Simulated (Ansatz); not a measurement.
# H6NSSi: the cost of one run

Computed with Ansatz 0.2.0. Level: UKS SPW92 (LDA)/def2-SVP.

## 1. Reference run: H6NSSi radical, relaxed

Input file input.yaml:

```yaml
crystal:
  periodic: [false, false, false]
  atoms:
    - { symbol: H, position_ang: [-1.091221, -1.041568, 0.286024] }
    - { symbol: "N", position_ang: [0.173405, -0.881474, 0.674453] }
    - { symbol: Si, position_ang: [1.118646, 0.338114, -0.197943] }
    - { symbol: S, position_ang: [-2.500502, 0.052475, 0.110102] }
    - { symbol: H, position_ang: [0.129261, -0.775243, 1.699828] }
    - { symbol: H, position_ang: [0.989099, 1.747106, 0.320322] }
    - { symbol: H, position_ang: [0.685667, 0.285903, -1.634814] }
    - { symbol: H, position_ang: [2.571293, -0.053914, -0.100865] }
    - { symbol: H, position_ang: [-2.075548, 0.328701, -1.157107] }
magnetization:
  spin_polarized: true
  initial_magnetization: 1
basis:
  gaussian: { orbitals: def2-SVP }
hamiltonian:
  xc: lda
output:
  forces: true
relax:
  f_tol: 0.02
  max_steps: 120
  constraints: [{ distance: [0, 3] }, { distance: [0, 1] }]
  escape_saddle: false
```

Run with:

```bash
ansatz run input.yaml --threads 1 --pin off --max-ram 2560MiB --backend cpu --events-out ev --progress --plain --runs-dir out
```

What time and memory should one allow on 1 thread of Intel Xeon Platinum 8488C (Sapphire Rapids), shared host?

About 8 s, with a peak of 0.15 GiB.
